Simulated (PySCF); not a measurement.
1,3-dioxole-2-thione, C3H2O2S, SMILES S=c1occo1, point group C2v.

Level: B3LYP/pcSseg-1 in PySCF (density fitting, grid level 2); geometry and Hessian at that level, cubic constants and property derivatives from steps of ±0.6 along each species' dimensionless normal coordinates, second-order vibrational perturbation theory. The parent has the commonest isotopes.

Equilibrium geometry (Å):

```json
{"atom": "S1", "x": "2.8809", "y": "-0.0276", "z": "-0.0540"}
{"atom": "C2", "x": "1.2540", "y": "-0.0094", "z": "-0.0304"}
{"atom": "O3", "x": "0.4354", "y": "-1.0957", "z": "0.0352"}
{"atom": "C4", "x": "-0.8697", "y": "-0.6492", "z": "0.0329"}
{"atom": "C5", "x": "-0.8557", "y": "0.6781", "z": "-0.0323"}
{"atom": "O6", "x": "0.4585", "y": "1.0952", "z": "-0.0726"}
{"atom": "H7", "x": "-1.6485", "y": "-1.3937", "z": "0.0810"}
{"atom": "H8", "x": "-1.6186", "y": "1.4400", "z": "-0.0581"}
```

(1) Give the equilibrium and ground-state rotational constants (MHz) of parent; ²H at 7.

(2) How is the parent's vibrational correction B0 − Be made up?

(3) And its quartic centrifugal distortion constants from the harmonic force field?

A mode lies under 250 cm⁻¹, where this perturbation treatment is rough.

Results:

(1) 
```json
{"species": "parent", "Ae": "9510.6", "Be": "2289", "Ce": "1844.9", "A0": "9438.6", "B0": "2276.6", "C0": "1833.7", "Δ0 (u Å²)": "0.065", "harmonic ZPE (cm⁻¹)": "10527"}
{"species": "²H at 7", "Ae": "9177.7", "Be": "2221", "Ce": "1788.2", "A0": "9109.5", "B0": "2209.1", "C0": "1777.5", "Δ0 (u Å²)": "0.062", "harmonic ZPE (cm⁻¹)": "9821"}
```

Δ0 = Ic − Ia − Ib from the ground-state constants.

(2) 
| axis | harmonic | Coriolis | cubic | total (MHz) |
| --- | --- | --- | --- | --- |
| a | 12.1 | -7.82 | -76.3 | -72 |
| b | 1.62 | -0.691 | -13.3 | -12.4 |
| c | 0.507 | -0.173 | -11.5 | -11.2 |

(3) Asymmetric top, A reduction, Ir representation: ΔJ = 0.112 kHz, ΔJK = 1.09 kHz, ΔK = 2.76 kHz, δJ = 0.0226 kHz, δK = 0.796 kHz.
